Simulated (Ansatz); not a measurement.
Calculation: frozen-core CCSD(T)/def2-TZVPP // r2SCAN-D4/def2-TZVP (Ansatz, an electronic-structure program).

Ansatz 0.2 input:
```yaml
crystal:
  periodic: [false, false, false]
  atoms:
    - { symbol: O, position_ang: [0.487788, -0.000003, -0.000002] }
    - { symbol: H, position_ang: [-0.487788, 0.000003, 0.000002] }
basis:
  gaussian: { orbitals: def2-TZVPP }
correlation:
  method: ccsd_t
magnetization:
  spin_polarized: true
  initial_magnetization: 1
```

Output:

```
Functional definition: HF
280 factors; integrals over basis functions are off by at most 7.9e-4 eV
mean field evaluation 1: about -2051.8793 eV, gradient 1.2e1 eV
mean field evaluation 2: about -2051.8794 eV, gradient 1.2e1 eV
mean field evaluation 4: about -2052.3730 eV, gradient 1.3e0 eV
mean field evaluation 8: about -2052.3803 eV, gradient 6.5e-4 eV
mean field evaluation 16: about -2050.6286 eV, gradient 1.7e1 eV
mean field evaluation 32: about -2052.3802 eV, gradient 7.4e-2 eV
mean field -2052.38033586 eV, -75.4235861896 hartree, gradient 2.4e-6 eV, S^2 0.756478; 2 other end points of the search recorded, 0 dependent functions left out
1 core orbitals not correlated
reference -2052.38033586 eV, -75.4235861896 hartree; 4, 3 occupied and 40, 41 virtual orbitals, 280 factors
second order -5.40918764 eV of doubles, -0.00000000 eV of singles
cycle   1  -5.66253808 eV  change   -2.5e-1 eV  update   3.4e-2
cycle   2  -5.77365458 eV  change   -1.1e-1 eV  update   1.1e-2
cycle   3  -5.79151095 eV  change   -1.8e-2 eV  update   4.5e-3
cycle   4  -5.79079392 eV  change    7.2e-4 eV  update   1.7e-3
cycle   5  -5.79135938 eV  change   -5.7e-4 eV  update   7.3e-4
cycle   6  -5.79167577 eV  change   -3.2e-4 eV  update   2.3e-4
cycle   7  -5.79166585 eV  change    9.9e-6 eV  update   7.3e-5
cycle   8  -5.79166341 eV  change    2.4e-6 eV  update   2.7e-5
cycle   9  -5.79165845 eV  change    5.0e-6 eV  update   9.6e-6
cycle  10  -5.79166123 eV  change   -2.8e-6 eV  update   2.6e-6
perturbative correction -0.13777710 eV, -0.0050632149 hartree
Total energy: -2058.30977419 eV, -75.6414890291 hartree
```

Cost: roughly 2.2 core-seconds.
